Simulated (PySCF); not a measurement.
# C5H8 (Cyclopentene): the cost of one run

Programs: PySCF 2.14.0, with density-fitted response routines of our own. Each step states its level of theory. These are calculated values for one molecule in the gas phase, unless marked as measured. Atoms are numbered from 0 throughout.

## Step 1: The starting structure

13 atoms, charge 0, multiplicity 1; geometry from: MMFF94s. The atoms were then displaced at random by about 0.03 Å, so the start is not that level's minimum.

Bonds of the start (Å): C0–C1 1.28, C1–C2 1.46, C2–C3 1.42, C3–C4 1.62, C4–C0 1.45, C0–H5 1.20, C1–H6 1.11, C2–H7 1.18, C2–H8 1.05, C3–H9 1.15, C3–H10 1.07, C4–H11 1.03, C4–H12 1.14.

## Step 2: Geometry optimisation at PBE0-D3(BJ)/def2-SVP

Job settings and geometry (Å):

```
{"job": {"xc": "PBE0", "basis": "def2-SVP", "d3": "d3bj", "grid": 1, "shake": 0.03, "kind": "geom"}, "charge": 0, "multiplicity": 1}
C     -0.856940     0.893020    -0.175730
C      0.362710     1.272610    -0.148850
C      1.181110     0.067450    -0.043330
C      0.337190    -1.015730     0.324560
C     -1.141050    -0.524620    -0.132980
H     -1.733350     1.698460    -0.312470
H      0.799310     2.285750    -0.216470
H      2.039950     0.204750     0.753730
H      1.742010    -0.115720    -0.908070
H      0.232210    -1.198610     1.450100
H      0.460510    -1.986080    -0.112510
H     -1.404960    -0.902180    -1.058100
H     -1.988070    -0.731220     0.602330
```

On the command line:

```bash
OMP_NUM_THREADS=1 python probes_run.py task.json out
```

This one command runs all jobs of the session in turn.

**Question.** How long does this first job take on 1 thread of Arm Neoverse V2, shared host, and how much memory does it need?

About 26 s, with a peak of 0.45 GiB.
